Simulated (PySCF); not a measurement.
dichlorobutadiene, C4H4Cl2, SMILES C=CC=C(Cl)Cl, point group Cs.

Level: PBE0/pcSseg-1 in PySCF (density fitting, grid level 2); geometry and Hessian at that level, cubic constants and property derivatives from steps of ±0.6 along each species' dimensionless normal coordinates, second-order vibrational perturbation theory. The parent has the commonest isotopes.

Equilibrium geometry (Å):

```csv
atom,x,y,z
C1,-1.8388,0.1351,-0.3963
C2,-0.7117,0.2806,0.3062
C3,0.5603,-0.2596,-0.1187
C4,1.7205,-0.1482,0.5363
Cl5,3.1814,-0.8387,-0.0717
Cl6,1.9001,0.6820,2.0395
H7,-1.8587,-0.4064,-1.3411
H8,-2.7779,0.5551,-0.0459
H9,-0.7299,0.8291,1.2470
H10,0.5901,-0.8104,-1.0574
```

Problem. Give the equilibrium and ground-state rotational constants (MHz) of parent; ²H at 9.

Solution. 
```csv
species,Ae,Be,Ce,A0,B0,C0,Δ0 (u Å²),harmonic ZPE (cm⁻¹)
parent,3485.6,1416.3,1007.1,3473.3,1409.7,1002.4,0.176,14822
²H at 9,3455.3,1399,995.79,3443.5,1392.5,991.22,0.157,14110
```

Δ0 = Ic − Ia − Ib from the ground-state constants.

Problem. How is the parent's vibrational correction B0 − Be made up?

Solution. 
```json
{"axis": "a", "harmonic": "4.83", "Coriolis": "-3.18", "cubic": "-14", "total (MHz)": "-12.4"}
{"axis": "b", "harmonic": "1.12", "Coriolis": "-0.577", "cubic": "-7.09", "total (MHz)": "-6.55"}
{"axis": "c", "harmonic": "0.229", "Coriolis": "-0.166", "cubic": "-4.76", "total (MHz)": "-4.69"}
```

Problem. And its quartic centrifugal distortion constants from the harmonic force field?

Solution. Asymmetric top, A reduction, Ir representation: ΔJ = 0.0596 kHz, ΔJK = 0.758 kHz, ΔK = 1.04 kHz, δJ = 0.017 kHz, δK = 0.475 kHz.

A mode lies under 250 cm⁻¹, where this perturbation treatment is rough. Internal rotors are held in one well.
